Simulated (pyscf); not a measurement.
## Four-centre exchange: H₂O + HO–Si(OH)(F)–F → HO–Si(OH)(F)–F + H₂O

Gas phase, singlet surface, charge 0. Bonds broken: O1–H9, Si2–O8. Bonds formed: O1–Si2, O8–H9. Structures and frequencies: ωB97X-D3(BJ)/def2-SVP in PySCF.

Transition state (Å):

```xyz
10

O      0.4381     0.6656     0.7774
Si    -0.5594    -0.4012    -0.3215
O      0.1867    -1.2401    -1.5215
F     -2.1782    -0.1682    -0.3173
F     -0.5597    -1.5671     0.8255
H      0.3137     0.6669     1.7347
H      0.3773    -0.6830    -2.2838
O     -0.3577     1.2487    -1.1723
H      0.1654     1.4585     0.0405
H     -1.2070     1.6494    -1.3956
```

One imaginary mode, 899i cm⁻¹; descent along it reached the two sides named, in the forms told below.

```json
[
 {"bond": "O1–H9", "change": "breaks", "reactant side (Å)": "0.969", "saddle": "1.116", "product side": "2.172"},
 {"bond": "Si2–O8", "change": "breaks", "reactant side (Å)": "1.652", "saddle": "1.867", "product side": "2.8"},
 {"bond": "O1–Si2", "change": "forms", "reactant side (Å)": "2.8", "saddle": "1.828", "product side": "1.652"},
 {"bond": "O8–H9", "change": "forms", "reactant side (Å)": "2.168", "saddle": "1.337", "product side": "0.969"}
]
```

Electronic energies relative to the separated reactants (eV):

```tsv
level	barrier	reaction energy	reverse barrier
ωB97X-D3(BJ)/def2-TZVP	0.82	0.00	0.82
PBE/def2-TZVP	0.70	0.00	0.70
r²SCAN/def2-TZVP	0.71	0.00	0.71
B3LYP-D3(BJ)/def2-TZVP	0.87	0.00	0.87
PBE0-D3(BJ)/def2-TZVP	0.74	0.00	0.74
M06-2X/def2-TZVP	0.77	0.00	0.77
ωB97M-D3(BJ)/def2-TZVP	0.82	0.00	0.82
HF/def2-TZVP	1.59	0.00	1.59
```

With ωB97M-D3(BJ)/def2-TZVP energies and thermal terms (ideal gas, 1 atm, RRHO with modes under 100 cm⁻¹ raised to 100, one conformer, R ln 2 for chiral ones without a mode under 150 cm⁻¹), in eV:

```csv
T (K),ΔH‡,ΔG‡,ΔH,ΔG
298,0.81,1.36,0.00,0.00
600,0.80,1.92,0.00,0.00
900,0.82,2.47,0.00,0.00
1200,0.85,3.02,0.00,0.00
```

On the reactant side the descent ends in a bound adduct (not fully relaxed), 0.37 eV under the separated species and 1.19 eV under the saddle at ωB97X-D3(BJ)/def2-TZVP. On the product side the descent ends in a bound adduct, 0.37 eV under the separated species and 1.19 eV under the saddle at ωB97X-D3(BJ)/def2-TZVP. One saddle was located; it need not be the lowest between these sides.
